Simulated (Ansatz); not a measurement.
**Heating and cooling a random packing of ZrAl2**

A packing of 24 atoms, thrown in at random and pushed apart as soft spheres with like charges further apart (16 Al, 8 Zr) went through Langevin stages in a fixed cell of 19.18 Å³/atom, at one k point, without spin and with a Fermi–Dirac width of kT (0.05 eV at least). Computed with Ansatz 0.2.0, DFT PBE, scalar-relativistic, plane waves, PAW.

```json
{"thermostat (K)": "1930", "duration (fs)": "72", "friction (1/fs)": "0.030", "cutoff (eV)": "320", "mean T (K)": "1716", "mean P (GPa)": "7.8", "mean square displacement (Å²)": "0.18"}
{"thermostat (K)": "1930", "duration (fs)": "531", "friction (1/fs)": "0.030", "cutoff (eV)": "420", "mean T (K)": "1906", "mean P (GPa)": "6.2", "mean square displacement (Å²)": "1.01"}
{"thermostat (K)": "1390", "duration (fs)": "405", "friction (1/fs)": "0.030", "cutoff (eV)": "420", "mean T (K)": "1481", "mean P (GPa)": "4.2", "mean square displacement (Å²)": "0.44"}
{"thermostat (K)": "770", "duration (fs)": "420", "friction (1/fs)": "0.030", "cutoff (eV)": "420", "mean T (K)": "759", "mean P (GPa)": "2.1", "mean square displacement (Å²)": "0.26"}
{"thermostat (K)": "300", "duration (fs)": "525", "friction (1/fs)": "0.030", "cutoff (eV)": "420", "mean T (K)": "302", "mean P (GPa)": "0.9", "mean square displacement (Å²)": "0.15"}
```

Means run over the second half of a stage; pressure includes the kinetic part; displacements count from the stage's start, the atoms' common shift taken off. In so short a run the atoms moved about a bond length or less in the hot stages, so this is an annealed packing, not a quenched equilibrium liquid.

Cell and atoms were then relaxed on coarser meshes and computed once more: Cutoff 420 eV; k points 4×5×5 on the computed 24-atom cell (Γ-centred); Gaussian smearing, width 0.10 eV; no spin polarisation.

Question: What structure is left?

Answer: One draw of many: 18.67 Å³/atom with no gap on the mesh, 0.33 eV/atom below the elements' standard states (static lattices, no corrections for gases) (a random packing after short dynamics, relaxed).

Counting as bonded all pairs within 1.3 times the summed covalent radii:

| atom → neighbour | mean count | mean length (Å) | spread (Å) |
| --- | --- | --- | --- |
| Al → Al | 5.00 | 2.78 | 0.14 |
| Al → Zr | 5.00 | 3.04 | 0.21 |
| Zr → Al | 10.00 | 3.04 | 0.21 |
| Zr → Zr | 6.00 | 3.63 | 0.37 |

Angles between all pairs of such bonds at an atom (mean ± spread): 98 ± 33° at Al, 95 ± 35° at Zr.

```yaml
crystal:
  lattice:
    - [8.45945, 0.87185, 0.91094]
    - [0.93447, 7.38156, 0.59303]
    - [0.90151, 0.55241, 7.39815]
  atoms:
    - { symbol: Al, position: [0.43398, 0.27792, 0.10676] }
    - { symbol: Al, position: [0.22081, 0.21280, 0.45483] }
    - { symbol: Al, position: [0.75722, 0.29622, 0.14103] }
    - { symbol: Al, position: [0.41103, 0.80290, 0.57892] }
    - { symbol: Al, position: [0.59747, 0.38599, 0.77563] }
    - { symbol: Al, position: [0.08391, 0.95736, 0.96576] }
    - { symbol: Al, position: [0.65571, 0.73539, 0.29667] }
    - { symbol: Al, position: [0.88664, 0.38455, 0.40880] }
    - { symbol: Al, position: [0.13151, 0.60807, 0.30819] }
    - { symbol: Al, position: [0.73460, 0.10505, 0.59023] }
    - { symbol: Al, position: [0.92083, 0.27318, 0.77614] }
    - { symbol: Al, position: [0.14015, 0.49161, 0.67817] }
    - { symbol: Al, position: [0.12527, 0.27629, 0.09214] }
    - { symbol: Al, position: [0.55104, 0.07265, 0.37201] }
    - { symbol: Al, position: [0.89845, 0.92827, 0.29341] }
    - { symbol: Al, position: [0.57965, 0.66110, 0.00869] }
    - { symbol: Zr, position: [0.06248, 0.89854, 0.60674] }
    - { symbol: Zr, position: [0.76409, 0.69458, 0.63949] }
    - { symbol: Zr, position: [0.45768, 0.46589, 0.42340] }
    - { symbol: Zr, position: [0.39112, 0.10873, 0.78733] }
    - { symbol: Zr, position: [0.31972, 0.91861, 0.21263] }
    - { symbol: Zr, position: [0.29904, 0.61309, 0.91769] }
    - { symbol: Zr, position: [0.72184, 0.99450, 0.97186] }
    - { symbol: Zr, position: [0.92806, 0.61194, 0.01358] }
```

The final mesh leaves forces up to 0.18 eV/Å and stresses up to 0.1 GPa: the relaxation ran on a coarser mesh, so the cell's shape, its bonds and its energy belong partly to that mesh.

Cost: 6 runs of about 51 core-minutes in all (earlier runs that led there not counted), on Arm Neoverse V2 (shared hosts).